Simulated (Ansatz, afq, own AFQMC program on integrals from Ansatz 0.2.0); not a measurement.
Where AFQMC and coupled cluster stand for GeH, doublet

```xyz
2

Ge    0.0000    0.0000    0.0000
H     0.0000    0.0000    3.4410
```

Basis cc-pVTZ. Only valence electrons are correlated. Integrals, coupled cluster, full CI and functionals: Ansatz 0.2.0; the random walks run on the same integrals in our own AFQMC program. The CISD trial takes its coefficients from CCSD amplitudes. Released means that phaseless walkers are propagated on without the constraint, phases kept. Uncertainties: one standard error, sampling alone. No spin–orbit coupling.

Determinant: ROHF, the one that the program's search chose, which needn't be the lowest solution. The geometry is a point of a scan.

Full CI on the same integrals is exact in this basis and with this determinant's frozen core.

Cautions: no relativity below Rb; no spin-orbit coupling; inner d shell frozen; a spin-contaminated unrestricted determinant lies lower (UHF 2.34 eV lower, ⟨S²⟩ 1.72); the search met a lower determinant of the same kind, perhaps of another symmetry (683 meV lower); strong correlation (T1 0.264, weight of the determinant 0.46, largest double 0.34); the CCSD(T) amplitudes may be one of several solutions (largest double 0.34); the CCSDT(Q) amplitudes may be one of several solutions (largest double 0.60); the CCSDTQ amplitudes may be one of several solutions (largest double 0.61); the released energies are still falling, so no released level is given (meV from the phaseless value at times in 1/Eh: -8 ± 5 at 0.24, -16 ± 5 at 0.51, -24 ± 6 at 0.99, -32 ± 5 at 1.62, -50 ± 9 at 2.40); the next higher spin lies close (full CI puts it 125 meV above).

```
T1 diagnostic                               : 0.2644
weight of the determinant in the CISD state : 0.464
size of the correlated space                : 5 electrons in 43 orbitals
```

Reference: full CI, correlation energy -4.280 eV. The cautions show a poor starting determinant, so the rows tell how each method copes with it here, and full CI is the sure value.

```csv
level,E − E(reference) (kcal/mol),share of correlation (%)
HF,98.69,0.00
MP2,40.23,59.24
CCSD,5.13,94.80
CCSD(T),0.24,99.75
CCSDT,0.39,99.60
CCSDT(Q),-0.13,100.14
CCSDTQ,0.00,100.00
ph-AFQMC/CISD,2.00 ± 0.14,97.97
```

CCSDT and higher add their correlation energy to the determinant of the CCSD(T) run, since their own runs factorise the integrals more tightly (a shift of under 2 meV). A walk keeps the symmetry of its determinant, which the program's search chose and which needn't be the lowest solution, so a lower state of the same spin and another symmetry isn't excluded.
